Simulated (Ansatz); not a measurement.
C4H8N2, SMILES `CC1(N)CC1=N`. Charge 0, multiplicity 1. The geometry is a stationary point of PBE0-D4/def2-TZVP. It is one conformer, not always the lowest.

```xyz
14

C     0.046    0.745   -1.382
C    -0.156   -0.135   -0.182
N    -1.434   -0.800   -0.182
C     1.047   -0.944    0.326
C     0.523    0.189    1.087
N     0.627    0.811    2.172
H     1.028    1.221   -1.361
H    -0.046    0.154   -2.296
H    -0.706    1.539   -1.411
H    -1.516   -1.425    0.611
H    -2.184   -0.122   -0.101
H     0.871   -1.947    0.708
H     1.980   -0.833   -0.219
H    -0.081    1.547    2.230
```

**Question.** What is the dipole moment at PBE/def2-TZVPP? (Best estimate.)

**Answer.** Ansatz gave: 1.79 D, with components (-1.40, 0.29, -1.08) D in this frame, pointing from negative to positive charge.

**Question.** And with r2SCAN, B3LYP, ωB97M-V? (An estimate is asked.)

**Answer.** Ansatz gave: r2SCAN 1.83 D, B3LYP 1.81 D, ωB97M-V 1.80 D.

**Question.** Give the Mulliken charges with PBE, B3LYP, r2SCAN in def2-TZVPP. (Best estimate.)

**Answer.** Computed: 
```json
{"atom": "C1", "PBE": "-0.25", "B3LYP": "-0.24", "r2SCAN": "-0.15"}
{"atom": "C2", "PBE": "0.16", "B3LYP": "0.16", "r2SCAN": "0.24"}
{"atom": "N3", "PBE": "-0.31", "B3LYP": "-0.32", "r2SCAN": "-0.36"}
{"atom": "C4", "PBE": "-0.07", "B3LYP": "-0.10", "r2SCAN": "-0.06"}
{"atom": "C5", "PBE": "-0.15", "B3LYP": "-0.09", "r2SCAN": "-0.05"}
{"atom": "N6", "PBE": "-0.17", "B3LYP": "-0.21", "r2SCAN": "-0.28"}
{"atom": "H7", "PBE": "0.08", "B3LYP": "0.08", "r2SCAN": "0.04"}
{"atom": "H8", "PBE": "0.09", "B3LYP": "0.09", "r2SCAN": "0.06"}
{"atom": "H9", "PBE": "0.07", "B3LYP": "0.07", "r2SCAN": "0.04"}
{"atom": "H10", "PBE": "0.13", "B3LYP": "0.12", "r2SCAN": "0.13"}
{"atom": "H11", "PBE": "0.14", "B3LYP": "0.13", "r2SCAN": "0.14"}
{"atom": "H12", "PBE": "0.06", "B3LYP": "0.07", "r2SCAN": "0.04"}
{"atom": "H13", "PBE": "0.07", "B3LYP": "0.08", "r2SCAN": "0.05"}
{"atom": "H14", "PBE": "0.16", "B3LYP": "0.14", "r2SCAN": "0.15"}
```

B3LYP here is the variant with VWN-RPA as its local correlation; programs differ in this.
